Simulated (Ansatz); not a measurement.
For HgI (I4/mmm, No. 139), PBEsol (Ansatz, a quantum-chemistry and plane-wave program, PAW) gives:

| Property | Result |
|---|---|
| lattice constant a | 4.839 Å |
| lattice parameter c | 11.660 Å |

Question: What does HSE06 (plane waves, PAW; Ansatz) give for the same quantities?

Answer: 
- lattice constant a: 5.239 Å (increases by 8.3 %)
- lattice parameter c: 11.737 Å (increases by 0.7 %)

Changes are worked out from the printed values.

Unless a cell is named, each level is at its own relaxed cell (PBEsol 34.13, HSE06 40.27 Å³/atom).

Levels without +SOC leave out spin–orbit coupling, which shifts energies and cells of such heavy elements.

Ansatz's density-functional and Hartree–Fock values are scalar-relativistic unless marked +SOC, with PAW data made under PBE.
